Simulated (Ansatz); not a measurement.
# H3Si2: the cost of one run

All numbers below are computed with Ansatz 0.2.0 (RHF/def2-TZVP).

## 1. The starting structure

Bond lengths: Si1–Si2 1.802 Å, Si1–H3 1.155 Å, Si2–H4 1.393 Å, Si2–H5 1.393 Å. Angles: Si1–Si2–H4 125.3°, Si1–Si2–H5 125.3°, H4–Si2–H5 96.9°, Si2–Si1–H3 164.3°.

As a file:

```xyz
5

Si   -1.2021    0.0434   -0.0843
Si    0.5285   -0.1490    0.3793
H    -2.1829    0.2681   -0.6517
H     1.4189   -1.0557   -0.1915
H     1.4375    0.8931    0.5481
```

## 2. Relaxing end A

input.yaml

```yaml
crystal:
  periodic: [false, false, false]
  atoms:
    - { symbol: Si, position_ang: [-1.20205, 0.04344, -0.08428] }
    - { symbol: Si, position_ang: [0.52855, -0.14898, 0.37934] }
    - { symbol: H, position_ang: [-2.18287, 0.26808, -0.65172] }
    - { symbol: H, position_ang: [1.41889, -1.05567, -0.19148] }
    - { symbol: H, position_ang: [1.43748, 0.89313, 0.54814] }
total_charge: -1
basis:
  gaussian: { orbitals: def2-TZVP }
hamiltonian:
  xc: hf
relax:
  f_tol: 0.02
  max_steps: 50
output:
  orbitals: {}
```

Launch:

```console
> ansatz run input.yaml --threads 1 --pin off --max-ram 2048MiB --backend cpu --events-out ev --progress --plain --runs-dir out
```

**Question.** How long does this run take on 1 thread of Intel Xeon Platinum 8488C (Sapphire Rapids), shared host, and how much memory does it need?

About 9.1 s, with a peak of 0.15 GiB.
